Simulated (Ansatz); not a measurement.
# H2O (triplet): from Hartree-Fock to the top rungs at distance H1–H2 along a hydrogen transfer = 0.818 Å, cc-pVTZ

How much of the correlation energy of H2O (triplet) does each wave-function method recover here?

Program: Ansatz 0.2.0, Gaussian basis. Level of theory: cc-pVTZ, core rule «outside noble gas», up to 1 orbitals frozen. These are calculated values, not measurements.

The runs, in order: UHF; CCSD(T) on ROHF; CCSD(T) on UHF; BCCD(T) on ROHF; CISD; CCSDT(Q) on ROHF; CCSDT(Q) on UHF; CASSCF and MRCISD+Q, 4 electrons in 4 orbitals; CASSCF and NEVPT2, 4 electrons in 4 orbitals; CASSCF and MRCISD+Q, 8 electrons in 6 orbitals; CASSCF and MRCISD+Q(relaxed), 8 electrons in 6 orbitals; CASSCF and NEVPT2, 8 electrons in 6 orbitals.

4 further runs of the same task are left out: 1 for a mislabelled method, 3 that didn't finish.

### 1 What is computed

The geometry derives from fragments relaxed apart (PBE0/def2-TZVP) and kept rigid, so it is no stationary point. A hydrogen atom is moved between rigid fragments.

3 atoms, charge 0, spin multiplicity 3.

Atoms are counted from 1 here; the program's logs count them from 0.

Bond lengths: H1–H2 0.818 Å.

### 2 UHF

File in.yaml:

```yaml
crystal:
  periodic: [false, false, false]
  atoms:
    - {symbol: H, position_ang: [0.000000, 0.000000, -1.022333]}
    - {symbol: H, position_ang: [0.000000, 0.000000, -0.204333]}
    - {symbol: O, position_ang: [0.000000, 0.000000, 1.226667]}
basis:
  gaussian: {orbitals: cc-pVTZ}
magnetization: {spin_polarized: true, initial_magnetization: 2}
hamiltonian: {xc: hf}
output: {orbitals: {seedname: orbitals}}
```

Run with:

```
$ ansatz run in.yaml --threads 1 --pin off --events-out ev --progress --plain --max-ram 2393MiB
```

The runs that follow: CCSD(T) on ROHF; CCSD(T) on UHF; BCCD(T) on ROHF; CISD; CCSDT(Q) on ROHF; CCSDT(Q) on UHF; CASSCF and MRCISD+Q, 4 electrons in 4 orbitals; CASSCF and NEVPT2, 4 electrons in 4 orbitals; CASSCF and MRCISD+Q, 8 electrons in 6 orbitals; CASSCF and MRCISD+Q(relaxed), 8 electrons in 6 orbitals; CASSCF and NEVPT2, 8 electrons in 6 orbitals.

Q: Predict the results of all the runs planned. Wanted: UCCSDT(Q) below the RHF energy; RMP2 from UCCSDT(Q); UMP2 from UCCSDT(Q); RCCSD from UCCSDT(Q); RCCSD(T) from UCCSDT(Q); UCCSD(T) from UCCSDT(Q); RCCSDT(Q) from UCCSDT(Q); NEVPT2 pair from UCCSDT(Q); MRCISD+Q pair from UCCSDT(Q).

The runs gave:

| quantity | value |
| --- | --- |
| UCCSDT(Q) below the RHF energy | -6.1496 eV |
| RMP2 from UCCSDT(Q) | +847.0 meV |
| UMP2 from UCCSDT(Q) | +822.9 meV |
| RCCSD from UCCSDT(Q) | +141.7 meV |
| RCCSD(T) from UCCSDT(Q) | +19.4 meV |
| UCCSD(T) from UCCSDT(Q) | +17.0 meV |
| RCCSDT(Q) from UCCSDT(Q) | +2.6 meV |
| NEVPT2 pair from UCCSDT(Q) | +720.8 meV |
| MRCISD+Q pair from UCCSDT(Q) | +74.3 meV |
| NEVPT2 valence from UCCSDT(Q) | +1007.8 meV |
| levels within 1 kcal/mol (43 meV) | RCCSD(T), UCCSD(T), BCCD(T), RCCSDT, UCCSDT, RCCSDT(Q), MRCISD+Q(relaxed) valence |
| T1 diagnostic | 0.034 |
| effectively unpaired electrons | 2.01 |

**Reading.** RCCSD(T) misses by +19.4 meV, 0.3 % of the correlation energy. One determinant dominates. Of the multireference levels listed MRCISD+Q(relaxed) valence comes nearest in total energy (+33.5 meV), which doesn't show that its space is the better one. These misses are within one basis, not against nature; the frozen cores of restricted and unrestricted runs differ, which can shift their rows.
